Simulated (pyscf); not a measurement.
`[CH3][GaH2]` + `[CH3]` [doublet] -> `[CH3][CH3]` + `[GaH2]` [doublet] (substitution at C; doublet surface; C–Ga broken, C–C formed). Single points on ωB97X-D3(BJ)/def2-SVP structures (PySCF, gas phase). Energies in kJ/mol from the separated reactants.

```
level                      barrier  reaction energy
----------------------  ----------  ---------------
ωB97X-D3(BJ)/def2-TZVP  (withheld)       (withheld)
r²SCAN/def2-TZVP             100.9            -62.9
B3LYP-D3(BJ)/def2-TZVP       105.2            -75.8
PBE0-D3(BJ)/def2-TZVP   (withheld)            -77.3
ωB97M-D3(BJ)/def2-TZVP       127.5            -78.8
HF/def2-TZVP                 201.6            -55.9
```

Question: Complete the blanks.

Answer: 
- ωB97X-D3(BJ)/def2-TZVP, barrier: 132.9
- ωB97X-D3(BJ)/def2-TZVP, reaction energy: -66.1
- PBE0-D3(BJ)/def2-TZVP, barrier: 105.5

The functionals in the table span 32.0 kJ/mol in this barrier, from r²SCAN to ωB97X-D3(BJ). This is the saddle that the search found; another between the same sides may lie lower. The angle at the attacked C is 159°. Elements up to Kr have no core potential and no relativistic terms here.
